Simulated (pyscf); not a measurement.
Thermochemistry of product channels of HN=Si: [singlet] + H• on the doublet surface, in kJ/mol, from CCSD(T)/def2-TZVPP + ΔMP2(QZVPP) energies (ideal gas, 1 atm, RRHO with modes under 100 cm⁻¹ raised to 100, one conformer, R ln 2 for chiral ones without a mode under 150 cm⁻¹). PySCF, gas phase, ωB97X-D3(BJ)/def2-SVP geometries. MP2 and CC: frozen core, UHF for open shells. ΔMP2 is the change of the MP2 total energy from the triple- to the quadruple-zeta basis.

```json
[
 {"products": "[HN=SiH]•", "ΔE": "-111.4", "ΔH(298 K)": "-101.6", "ΔG(298 K)": "-77.0", "ΔG(900 K)": "-23.7"},
 {"products": "[N=SiH₂]•", "ΔE": "+12.8", "ΔH(298 K)": "+16.5", "ΔG(298 K)": "+42.6", "ΔG(900 K)": "+99.3"}
]
```

These are energies of the channels, which say nothing of barriers. The CCSD(T) − MP2 part came from Ansatz, without density fitting, on the same reference. An open-shell T1 diagnostic exceeds 0.045. A UHF reference is spin-contaminated (<S²> up to 1.21), which harms MP2 most.
